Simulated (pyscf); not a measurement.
## Routes from H₃C–CH₂–ZnH (SMILES C[CH2][ZnH]) + H₂Se (SMILES [SeH2])

Candidate steps break at most two bonds and form at most two. Each was searched with GFN2-xTB (tblite) first. Structures and frequencies: ωB97X-D3(BJ)/def2-SVP in PySCF. Energies: ωB97M-D3(BJ)/def2-TZVP, kcal/mol, from the separated reactants, singlet surface; ΔG‡ with ideal gas, 1 atm, RRHO with modes under 100 cm⁻¹ raised to 100, one conformer, R ln 2 for chiral ones without a mode under 150 cm⁻¹.

```
products                             type   ΔE‡     ΔE  ΔG‡ 298 K  ΔG‡ 900 K  ν‡ (cm⁻¹)
-------------------  --------------------  ----  -----  ---------  ---------  ---------
H₃C–CH₂–Zn–SeH + H₂  four-centre exchange  13.9  -22.3       23.7       44.0      1154i
H₃C–CH₃ + HZn–SeH    four-centre exchange  16.1  -35.2       25.9       46.3      1169i
```

Row 1: On the reactant side the descent ends in an adduct with a Se–Zn contact, 7.2 kcal/mol under the separated species and 17.3 kcal/mol under the saddle at ωB97X-D3(BJ)/def2-TZVP. Row 2: On the reactant side the descent ends in an adduct with a Se–Zn contact, 7.0 kcal/mol under the separated species and 19.5 kcal/mol under the saddle at ωB97X-D3(BJ)/def2-TZVP. 

Plain bond fissions and candidates not yet searched are not listed, and one of them may be faster. Each barrier is that of the saddle found; lower ones may exist. Elements up to Kr have no core potential and no relativistic terms here.
